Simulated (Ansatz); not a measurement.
## Which is lower?

Two isomers of CH₂AlO, doublet, relaxed at PBE0-D4/def2-TZVP (vibrations not checked).

A:

```xyz
5
angstrom
O 0.2356 -1.1730 1.9883
C 0.1190 -0.5920 1.0032
Al -0.0770 0.3826 -0.6479
H -1.3281 -0.0748 -1.4828
H 1.0505 1.4573 -0.8608
```

B:

| atom | x (Å) | y (Å) | z (Å) |
| --- | --- | --- | --- |
| C1 | -0.0348 | -0.8210 | 0.1587 |
| O2 | -1.1097 | -0.1942 | 0.0430 |
| Al3 | 0.3845 | 0.7591 | -0.8851 |
| H4 | -0.0628 | -1.7768 | 0.7109 |
| H5 | 0.8228 | 2.0329 | -0.0276 |

Computed with Ansatz 0.2.0 (basis: def2-TZVPP); correlated methods freeze the cores; orbitals are unrestricted. B3LYP uses VWN-RPA correlation.

(1) Which structure is lower at CCSD(T), and by how much? (To be estimated.)

No T1 diagnostic of these runs exceeds 0.023. ⟨S²⟩ of the unrestricted Hartree–Fock references: 0.76 (a pure state has 0.75).

Results:

(1) By the calculation: A, by 0.697 eV (electronic energy, against the other). By their contacts, A is CH₂AlO ([O][C][AlH2]) and B is CH₂AlO ([CH]1[O][AlH]1).

All methods give the same order:

```tsv
method	E(B) − E(A) (eV)
PBE-D4	0.727
r2SCAN-D4	0.752
PBE0-D4	0.678
B3LYP-D4	0.810
wB97M-V	0.780
HF	0.685
MP2	0.637
CCSD	0.697
CCSD(T)	0.697
```

Labels in which every atom is bracketed show which atoms are joined, not bond orders.
